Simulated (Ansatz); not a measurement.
This script drives the Ansatz DFT code, driven from Python.

`ch5aln.py`
```python
import itertools

import ansatz as az
from ase import Atoms
from ase.data import atomic_numbers, covalent_radii
from ase.thermochemistry import IdealGasThermo
import numpy as np

BASIS = "6-31G*"
XC = "PBE0"

GEOMETRY = """
C    -0.84700    0.99640   -0.51260
Al    0.74290    0.40210    0.40390
N     0.88310   -1.43530    0.86980
H    -1.51400    0.19860   -0.67840
H    -0.61770    1.46490   -1.52650
H    -1.39280    1.83310    0.09180
H     1.89070   -1.55180    1.30980
H     0.94690   -1.96510   -0.01370
"""

geometry = az.Crystal.molecule()
for line in GEOMETRY.strip().splitlines():
    symbol, *xyz = line.split()
    geometry = geometry.atom(symbol, [float(v) for v in xyz])

setup = geometry.calculation()
setup = setup.basis(gaussian=BASIS)
setup = setup.functional(XC)
setup = setup.spin("collinear", total=1)
symbols = [site.symbol for site in geometry.cartesian_sites]
start = np.array([site.position_ang for site in geometry.cartesian_sites], dtype=float)
rep = setup.relax(force_tolerance=0.003).run().report
end = np.array(rep["positions_ang"])

radius = [covalent_radii[atomic_numbers[s]] for s in symbols]
span = lambda where, i, j: np.linalg.norm(where[i] - where[j])
bonded = [(i, j) for i, j in itertools.combinations(range(len(symbols)), 2) if min(span(start, i, j), span(end, i, j)) < 1.2 * (radius[i] + radius[j])]
print("pair        before    after (A)")
for i, j in bonded:
    print(f"{symbols[i]}{i}-{symbols[j]}{j}".ljust(10), f"{span(start, i, j):8.4f} {span(end, i, j):8.4f}")

minimum = az.Crystal.molecule()
for symbol, place in zip(symbols, end):
    minimum = minimum.atom(symbol, place.tolist())
vibrating = (
    minimum.calculation()
    .basis(gaussian=BASIS)
    .functional(XC)
    .spin("collinear", total=1)
    .phonons(temperatures=(200, 600, 100))
)
vib = vibrating.run().report["vibrations"]
sums = vib["harmonic_sums"]
modes = [m["omega_inv_cm"] for m in sums["modes_at_gamma"] if m["rigid_motion"] == "no"]
print("frequencies (1/cm):", " ".join(f"{w:.0f}" for w in modes))
print("imaginary modes:", sum(w < 0 for w in modes), " zero-point energy:", round(sums["zero_point_energy_ev"], 4), "eV")
gas = IdealGasThermo(vib_energies=[w / 8065.544 for w in modes if w > 0], geometry="linear" if len(modes) == 3 * len(symbols) - 5 else "nonlinear",
                     atoms=Atoms(symbols, positions=end), symmetrynumber=1, spin=0.5)
print(f"H(298 K) - E = {gas.get_enthalpy(298.15, verbose=False):.4f} eV")
print(f"S(298 K, 1 bar) = {96485.33 * gas.get_entropy(298.15, 1e5, verbose=False):.1f} J/(mol K) with symmetry number 1")
```

It is started by `python ch5aln.py`. Estimate its wall time and peak memory on 1 thread of Arm Neoverse V1, on a shared host.

It took about 2.5 min, with a peak of 0.27 GiB, for 2 runs of the engine.

```console
$ python ch5aln.py
pair        before    after (A)
C0-Al1       1.9290   1.9811
C0-H3        1.0530   1.0971
C0-H4        1.1402   1.0963
C0-H5        1.1676   1.0962
Al1-N2       1.9007   1.7896
N2-H6        1.1056   1.0108
N2-H7        1.0321   1.0130
frequencies (1/cm): 43 180 334 414 574 598 664 740 811 1240 1473 1486 1606 3058 3151 3152 3592 3698
imaginary modes: 0  zero-point energy: 1.6623 eV
H(298 K) - E = 1.8408 eV
S(298 K, 1 bar) = 311.9 J/(mol K) with symmetry number 1
```

Caveats:
- The frequencies are harmonic and unscaled, in a modest basis. The result belongs to the one conformer reached from this start, and soft torsions count as harmonic oscillators.
- The species is open-shell (spin multiplicity 2).
- The entropy takes a symmetry number of 1; a symmetric molecule's is lower by R ln(sigma).

(Lines on the test bed's own set-up are left out of the output.)
